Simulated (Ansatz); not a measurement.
# doublet AlH3O+ at 6 levels

Aim: a comparison of 6 runs (UHF/STO-3G, U-wB97M-V/STO-3G, UB3LYP/STO-3G, UHSE06/STO-3G, USVWN5/STO-3G, UCCSD(T)/STO-3G) of doublet AlH3O+. 

The results are computed with Ansatz 0.2.0.

56 further runs of the same task are left out: 56 set aside as unsound or not needed.

## (1) The molecule

AlH3O+ has 5 atoms, charge +1, and is taken as a doublet. As SMILES of the parent species, `[H][Al]([H])[OH]`. Geometry: a GFN2-xTB relaxation, a rough one for these elements and not checked as a minimum. That shape belongs to the parent species and isn't relaxed for this state.

Bond lengths: Al1–O4 1.636 Å, Al1–H2 1.532 Å, Al1–H3 1.531 Å, O4–H5 0.949 Å. Angles: Al1–O4–H5 179.6°, H2–Al1–O4 120.0°, H3–Al1–O4 120.0°, H2–Al1–H3 120.0°.

## (2) A single-point energy at UHF/STO-3G (run 1)

molecule.yaml reads:

```yaml
crystal:
  periodic: [false, false, false]
  atoms:
    - {symbol: Al, position_ang: [0.271770, 0.451120, -0.109270]}
    - {symbol: H, position_ang: [1.798980, 0.417230, -0.221380]}
    - {symbol: H, position_ang: [-0.481020, 1.769010, -0.311810]}
    - {symbol: O, position_ang: [-0.555450, -0.920030, 0.226660]}
    - {symbol: H, position_ang: [-1.034280, -1.717330, 0.415800]}
basis:
  gaussian:
    orbitals: STO-3G
total_charge: 1
magnetization:
  spin_polarized: true
  initial_magnetization: 1
hamiltonian:
  xc: hf
accuracy: high
```

Started as:

```
ansatz run molecule.yaml --threads 1 --pin off --max-ram 2610MiB --events-out events.jsonl --progress --plain --runs-dir runs
```

What it wrote:

```text
Warning: RAYON_NUM_THREADS=1 ignored (pool sized by the plan → 1); use --threads N
Functional definition: HF
  name "HF"
  exchange = exact_x
  correlation = 0
287 factors; integrals over basis functions are off by at most 2.9e-8 eV
mean field evaluation 1: about -8546.8132 eV, gradient 2.6e1 eV
mean field evaluation 2: about -8546.8275 eV, gradient 2.6e1 eV
mean field evaluation 4: about -8553.4191 eV, gradient 4.8e0 eV
mean field evaluation 8: about -8554.8149 eV, gradient 2.2e-1 eV
mean field evaluation 16: about -8554.5886 eV, gradient 9.2e-1 eV
mean field evaluation 32: about -8554.6182 eV, gradient 4.4e-1 eV
mean field -8554.81364734 eV, -314.3836028789 hartree, gradient 6.4e-8 eV, S^2 0.756369; 2 other end points of the search recorded, 0 dependent functions left out
reference -8554.81364734 eV, -314.3836028789 hartree; 12, 11 occupied and 5, 6 virtual orbitals, 287 factors
Total energy: -8554.81364734 eV, -314.3836028789 hartree
```

Wall time 0.43 s (1 thread of Intel Xeon Platinum 8259CL at 2.50GHz (Skylake/Cascade Lake), shared host).

## (3) The energy at U-wB97M-V/STO-3G (run 2)

job.yaml reads:

```yaml
crystal:
  periodic: [false, false, false]
  atoms:
    - {symbol: Al, position_ang: [0.271770, 0.451120, -0.109270]}
    - {symbol: H, position_ang: [1.798980, 0.417230, -0.221380]}
    - {symbol: H, position_ang: [-0.481020, 1.769010, -0.311810]}
    - {symbol: O, position_ang: [-0.555450, -0.920030, 0.226660]}
    - {symbol: H, position_ang: [-1.034280, -1.717330, 0.415800]}
basis:
  gaussian: {orbitals: STO-3G}
total_charge: 1
magnetization: {spin_polarized: true, initial_magnetization: 1}
hamiltonian: {xc: {name: wB97M-V}}
accuracy: high
```

Started as:

```
ansatz run job.yaml --threads 1 --pin off --max-ram 2610MiB --events-out events.jsonl --progress --plain --runs-dir runs
```

What it wrote, cut to the lines that bear on the results:

```text
Warning: RAYON_NUM_THREADS=1 ignored (pool sized by the plan → 1); use --threads N
Functional definition: wB97M-V
  name "wB97M-V"
[...]
  gx(w, u) = 1 - cx + cx01*u + cx10*w
  gss(w, u) = css00 + css04*u^4 + css10*w + css20*w^2 + css43*w^4*u^3
  gos(w, u) = cos00 + cos10*w + (cos20 + cos21*u)*w^2 + (cos60 + cos61*u)*w^6
[...]
      + integral(e_c_pw_mod_opposite_spin*gos(b97_w_opposite, b97_u_opposite)) + vv10(b, c)
287 factors; integrals over basis functions are off by at most 2.9e-8 eV
127 factors; integrals over basis functions are off by at most 8.4e-10 eV
[...]
mean field -8577.40457698 eV, -315.2138042304 hartree, gradient 7.7e-8 eV, S^2 0.756766; 2 other end points of the search recorded, 0 dependent functions left out
reference -8577.40457947 eV, -315.2138043219 hartree; 12, 11 occupied and 5, 6 virtual orbitals, 287 factors
Total energy: -8577.40457947 eV, -315.2138043219 hartree
```

Run time: 33 s. Hardware: 1 thread of Intel Xeon Platinum 8259CL at 2.50GHz (Skylake/Cascade Lake), shared host; peak memory 0.5 GiB.

Runs 3 to 5 aren't shown in full; the table further down has their settings and results.

## (4) The energy at UCCSD(T)/STO-3G (run 6)

input.yaml reads:

```yaml
crystal:
  periodic: [false, false, false]
  atoms:
    - symbol: Al
      position_ang: [0.271770, 0.451120, -0.109270]
    - symbol: H
      position_ang: [1.798980, 0.417230, -0.221380]
    - symbol: H
      position_ang: [-0.481020, 1.769010, -0.311810]
    - symbol: O
      position_ang: [-0.555450, -0.920030, 0.226660]
    - symbol: H
      position_ang: [-1.034280, -1.717330, 0.415800]
basis:
  gaussian:
    orbitals: STO-3G
total_charge: 1
accuracy: high
correlation:
  method: ccsd_t
  frozen_orbitals: {Al: 5, H: 0, O: 1}
scf:
  omitted_lower_state_checks: [cluster_reference, increment]
magnetization:
  spin_polarized: true
  initial_magnetization: 1
```

Started as:

```
ansatz run input.yaml --threads 1 --pin off --max-ram 2610MiB --events-out events.jsonl --progress --plain --runs-dir runs
```

What it wrote:

```text
Warning: RAYON_NUM_THREADS=1 ignored (pool sized by the plan → 1); use --threads N
[... 12 lines left out ...]
6 core orbitals not correlated: weight in the atoms' cores, before any rotation towards them, 0.999 or more for the frozen orbitals, at most 0.001 for the correlated occupied ones
[... 34 lines left out ...]
Total energy: -8556.84713293 eV, -314.4583320958 hartree
Checks for a lower state left out: cluster_reference, increment
```

Run time: 0.65 s. Hardware: 1 thread of Intel Xeon Platinum 8259CL at 2.50GHz (Skylake/Cascade Lake), shared host.

## (5) The series

| run | level | frozen core orbitals | energy (Eh) | ⟨S²⟩ | wall time |
| --- | --- | --- | --- | --- | --- |
| 1 | UHF/STO-3G | – | -314.383603 | 0.756 | 0.43 s |
| 2 | U-wB97M-V/STO-3G | – | -315.213804 | 0.757 | 33 s |
| 3 | UB3LYP/STO-3G | – | -315.211161 | 0.757 | 2.8 s |
| 4 | UHSE06/STO-3G | – | -315.010133 | 0.757 | 3.3 s |
| 5 | USVWN5/STO-3G | – | -313.551400 | 0.753 | 1.9 s |
| 6 | UCCSD(T)/STO-3G | 6 | -314.458332 | 0.756 | 0.65 s |

## (6) Summary of results

| quantity | value |
| --- | --- |
| run 6: total energy | -314.45833 Eh |
| run 6: correlation energy (6 core orbitals frozen) | -74.7 mEh |
| run 6: (T) correction | -1.32 mEh |
| run 6: ⟨S²⟩ of the reference determinant | 0.756 |
| run 6: T1 diagnostic | 0.033 |

Totals of different functionals can't be ranked against each other. In runs 1, 2, 3, 4, 5, 6 the basis is minimal, so the values are rough. All runs together took 42 s, the longest 33 s.
